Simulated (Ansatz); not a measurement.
# BH3N: the cost of one run

Program: Ansatz 0.2.0 through its Python package. The levels of theory stand in the script. These are calculated values, not measurements.

### Step 1. Starting point

Bond lengths: B1–N2 1.572 Å, B1–H3 1.132 Å, N2–H4 0.966 Å, N2–H5 1.037 Å. Angles: B1–N2–H4 107.6°, B1–N2–H5 108.3°, H4–N2–H5 107.9°, N2–B1–H3 117.8°.

The script holds or builds the structure itself.

### Step 2. The code

Input file basis.py:

```python
# -*- coding: utf-8 -*-
"""Basis-set convergence for BH3N."""

import ansatz as az

geometry_ang = [
    ("B", (0.6206, -0.3719, 0.6725)),
    ("N", (-0.0912, 0.3544, -0.5259)),
    ("H", (0.6064, -1.5041, 0.6884)),
    ("H", (-1.0152, 0.0723, -0.531)),
    ("H", (-0.0708, 1.3756, -0.3455)),
]
molecule = az.Crystal.molecule()
for symbol, xyz in geometry_ang:
    molecule = molecule.atom(symbol, xyz)

calc = molecule.calculation()
calc = calc.functional("B3LYP")
calc = calc.spin("collinear", total=1)

energies = {}
for basis in ["STO-3G", "6-31G", "6-31G*", "def2-SVP", "def2-SVPD", "def2-TZVP", "def2-TZVPP"]:
    r = calc.basis(gaussian=basis).run().report
    size = r["n_frozen"] + r["n_occupied"][0] + r["n_virtual"][0]
    energies[basis] = (r["reference_energy_ev"] / 27.211386246, r["free_energy_ev"] / 27.211386246)
    print(f"{basis:14s} {size:4d} orbitals  reference {energies[basis][0]:14.6f} Ha  total {energies[basis][1]:14.6f} Ha")

last = energies["def2-TZVPP"][1]
for basis, (_, total) in energies.items():
    print(f"{basis:14s} lies {27.211386 * (total - last):9.4f} eV above def2-TZVPP")
```

### Step 3. Launch

Run with:

```sh
python basis.py
```

**Question.** How long does this script take on 1 thread of Arm Neoverse N1, shared host, and how much memory does it need?

About 12 s, with a peak of 0.2 GiB.
